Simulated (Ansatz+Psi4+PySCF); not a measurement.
The numbers below are computed, except where a source is named.
```yaml
atoms:
  - { symbol: C, position_ang: [0.0000, 0.0000, -1.2193] }
  - { symbol: C, position_ang: [0.0000, 0.0000, 0.0989] }
  - { symbol: H, position_ang: [0.0000, 0.9388, -1.7532] }
  - { symbol: H, position_ang: [0.0000, -0.9388, -1.7532] }
  - { symbol: O, position_ang: [0.0000, 0.0000, 1.2786] }
```

Basis set: cc-pVTZ (spherical functions). Frozen core: 3 orbitals. Charge 0, multiplicity 1.

Starred EOM-CCSD(T)(a) on the restricted Hartree–Fock determinant with PySCF 2.14.0; the energies are vertical.

(1) The solver was asked for the few lowest roots only. Give the ionization energies of singlet C2H2O among them whose weight of singles is over 0.7.

Results:

(1)

| root | energy (eV) | weight of singles |
| --- | --- | --- |
| 1 | 9.62 | 0.96 |
| 2 | 14.22 | 0.95 |
| 3 | 15.04 | 0.90 |

Higher main lines weren't sought.
